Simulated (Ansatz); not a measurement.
Born–Oppenheimer molecular dynamics of BClH$_{4}$O (7 atoms, charge 0, multiplicity 1). It starts at the highest image of a converged band, a first-order saddle point between two minima.

Level of theory: UKS B3LYP-D4/STO-3G in Ansatz 0.2.0.

```
ensemble                      : NVE (velocity Verlet)
time step                     : 0.5 fs
steps asked                   : 200
starting velocities drawn for : 300 K
seed                          : 8792
```

First frame:

```xyz
7
Properties=species:S:1:pos:R:3
B 0.437 -0.509 0.399
O 0.143 -0.144 -0.959
H 1.427 -0.067 0.841
H -0.171 -1.374 0.911
H -0.354 1.044 -0.559
Cl -0.822 1.730 0.648
H -0.660 -0.679 -1.281
```

(1) What does the run give?

(2) What happens to the structure?

(3) How do temperature and energy run in time?

Answers

(1) The run went to its last step.

```yaml
steps_done: 200
time_covered: 100 fs
mean_temperature_over_the_second_half: 331 K
spread_of_the_potential_energy_over_the_second_half: 15.6 meV per atom
mean_potential_energy_of_the_second_half_above_the_start: -2.7 meV per atom
```

The conserved energy stayed within 0.33 meV per atom of its start (net change 0.076 meV per atom), so the integration is sound. A run of 0.1 ps of so small a system gives no equilibrium averages. The orbitals stay closed-shell, which can raise the energy where a bond breaks towards radicals; this wasn't checked here. Limits of this set-up: minimal basis.

(2) The step under study would form B1–Cl6, O2–H5 and break B1–O2, H5–Cl6. These pairs go: B1–Cl6 2.58 → 3.27 Å, O2–H5 1.35 → 1.53 Å, B1–O2 1.44 → 1.38 Å, H5–Cl6 1.46 → 1.41 Å. In the last frame they stand as before the step (other bonds may differ from the relaxed reactants and products). It ends as BH3O + ClH. Pairs count as bonded within 1.25 times the sum of covalent radii (0.12 Å more for H–H). Another seed would give other details.

(3) 
| time (fs) | T (K) | potential energy less start (eV) | conserved less start (meV/atom) |
| --- | --- | --- | --- |
| 0.0 | 300 | 0.000 | 0.00 |
| 8.0 | 41 | 0.169 | 0.29 |
| 16.0 | 206 | 0.061 | 0.06 |
| 24.0 | 106 | 0.127 | 0.33 |
| 32.0 | 193 | 0.070 | 0.06 |
| 40.0 | 86 | 0.141 | 0.27 |
| 48.0 | 261 | 0.025 | 0.03 |
| 56.0 | 100 | 0.131 | 0.28 |
| 64.0 | 228 | 0.047 | 0.09 |
| 72.0 | 253 | 0.033 | 0.26 |
| 80.0 | 343 | -0.027 | 0.07 |
| 88.0 | 416 | -0.073 | 0.26 |
| 96.0 | 670 | -0.239 | 0.07 |

The run took 3 min on 1 thread of Intel(R) Xeon(R) Platinum 8488C (Sapphire Rapids), on a shared host, peak memory 0.12 GiB.
